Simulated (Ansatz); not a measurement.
in.yaml

```yaml
crystal:
  periodic: [false, false, false]
  atoms:
    - {symbol: Al, position_ang: [0.000000, 0.000000, 0.000000]}
    - {symbol: O, position_ang: [0.000000, 0.000000, 6.213000]}
basis:
  gaussian: {orbitals: 6-31G}
magnetization: {spin_polarized: true, initial_magnetization: 3}
hamiltonian: {xc: {name: PBE}}
correlation: {method: rpa, electrons: outside_noble_gas}
```

```sh
$ ansatz run in.yaml --threads 1 --pin off --events-out ev --progress --plain --max-ram 2393MiB
```

Log:

```
213 factors; integrals over basis functions are off by at most 1.3e-4 eV
mean field evaluation 1: about -8617.8824 eV, gradient 3.3e1 eV
mean field evaluation 2: about -8617.8691 eV, gradient 3.3e1 eV
mean field evaluation 4: about -8614.4558 eV, gradient 4.3e1 eV
mean field evaluation 8: about -8630.8123 eV, gradient 6.6e-1 eV
mean field evaluation 16: about -8630.8278 eV, gradient 1.3e-1 eV
mean field evaluation 32: about -8630.8177 eV, gradient 5.1e-10 eV
mean field evaluation 64: about -8630.8149 eV, gradient 3.0e-6 eV
mean field evaluation 96: about -8630.8150 eV, gradient 2.3e-3 eV
mean field evaluation 128: about -8630.8146 eV, gradient 9.2e-2 eV
mean field evaluation 160: about -8630.8148 eV, gradient 2.5e-3 eV
mean field evaluation 192: about -8630.8171 eV, gradient 1.7e-2 eV
mean field evaluation 224: about -8630.8132 eV, gradient 2.3e-2 eV
mean field evaluation 256: about -8630.8170 eV, gradient 1.2e-1 eV
mean field evaluation 288: about -8630.8171 eV, gradient 2.2e-3 eV
mean field evaluation 320: about -8630.8194 eV, gradient 3.7e-2 eV
mean field evaluation 352: about -8630.8149 eV, gradient 1.0e-6 eV
mean field -8630.81766031 eV, -317.1766988381 hartree, gradient 5.3e-8 eV, S^2 3.751089; 18 other end points of the search recorded, 0 dependent functions left out
6 core orbitals not correlated: weight in the atoms' cores, before any rotation towards them, 1.000 or more for the frozen orbitals, at most 0.000 for the correlated occupied ones
reference -8615.97219680 eV, -316.6311381167 hartree; 6, 3 occupied and 10, 13 virtual orbitals, 213 factors
Total energy: -8620.57761896 eV, -316.8003842593 hartree
```

Ran on 1 thread of Arm Neoverse V2, shared host: 20 s wall, 0.08 GiB peak host memory.
